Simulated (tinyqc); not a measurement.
Stretching all distances: RHF, UHF, MP2, CISD and CCSD against full CI in the sto-3g basis, for H2O, spin multiplicity 1. Computed by the program tinyqc with PySCF. All coordinates are multiplied by the scale. c0^2 is the weight of the RHF determinant in the lowest singlet FCI state (UHF is spin-contaminated and may lie near states of higher spin) and n(LUMO) the first natural occupation beyond the occupied space.

Geometry (angstrom):
```
atom       x        y       z
O     0.0000   0.0000  0.0000
H     0.0000   0.7650  0.4930
H     0.0000  -0.7650  0.4930
```

Full CI energy (hartree) and errors against it (kcal/mol):
```
scale   distance 1-2 (angstrom)      E(FCI)       RHF      UHF      MP2     CISD     CCSD  <S^2> UHF    c0^2  n(LUMO)
0.9500                   0.8646  -74.956055   23.6101  23.6101   6.3170   0.2357   0.0603     0.0000  0.9829   0.0175
1.2400                   1.1285  -74.995482   46.9219  46.9219  15.1039   1.3210   0.1928     0.0000  0.9456   0.0587
1.8200                   1.6564  -74.820201  141.9959  39.0430  51.6349  17.6854   0.0267     1.5895  0.6965   0.3572
2.1000                   1.9112  -74.771117  205.7497  16.2805  73.9743  35.7688  -5.6238     1.8453  0.5019   0.5853
```

Estimate the missing row, scale = 1.53.

Computed row:
```
scale   distance 1-2 (angstrom)      E(FCI)      RHF      UHF      MP2    CISD    CCSD  <S^2> UHF    c0^2  n(LUMO)
1.5300                   1.3924  -74.904885  86.4211  66.5266  30.7782  5.9213  0.5456     0.8849  0.8538   0.1656
```

UHF parts from RHF first at scale 1.53 of those listed, where <S^2> leaves zero. The weight c0^2 goes from 0.98 to 0.50 and n(LUMO) from 0.02 to 0.59: static correlation grows as the bonds break into open-shell fragments. The spread of the error along the curve, which distorts its shape, is CCSD 6.2, CISD 35.5, UHF 50.2, MP2 67.7, RHF 182.1 kcal/mol. Below FCI somewhere: CCSD, as non-variational methods may be.
